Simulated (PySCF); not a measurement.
C4H2Cl2.
Numbering: `[Cl:1][C:2]([Cl:3])=[C:4]1[CH:5]=[CH:6]1` (hydrogens: H7 on C5; H8 on C6)

Method: PySCF, PBE0-D3(BJ)/def2-SVP geometry optimisation, gas phase.

(1) List the bond lengths, angles and torsions at this level.

## Answers

(1) 
```
          bond  length (Å)   order
Cl1–C2, C2–Cl3       1.732  single
         C2=C4       1.326  double
  C4–C5, C4–C6       1.435  single
         C5=C6       1.320  double
  C5–H7, C6–H8       1.087  single
```

Bonds in one row agree within 0.01 Å and their mean is given. Orders are formal, as drawn. A selection of angles:
```
     angle  degrees
Cl1–C2–Cl3    116.1
 Cl1–C2–C4    122.0
  C2–C4–C5    152.6
  C5–C4–C6     54.7
  C4–C5–C6     62.6
  C4–C5–H7    147.9
  C6–C5–H7    149.5
```

Dihedral angles: Cl1–C2–C4–C5 180° (antiperiplanar); C2–C4–C5–C6 180° (antiperiplanar); C2–C4–C6–C5 180° (antiperiplanar).

The 3-membered ring C4–C5–C6 has internal angles of 54.7° to 62.6°. The 6 heavy atoms lie in one plane (0.001 Å rms). The C–C distances run from 1.320 Å (C5=C6, drawn double) to 1.435 Å (C4–C5, drawn single), a spread of 0.115 Å.

Point group: C2v (every atom within 0.08 Å of its image). No PBE0-D3(BJ)/def2-SVP frequencies stand behind this structure, so it isn't proved a minimum.
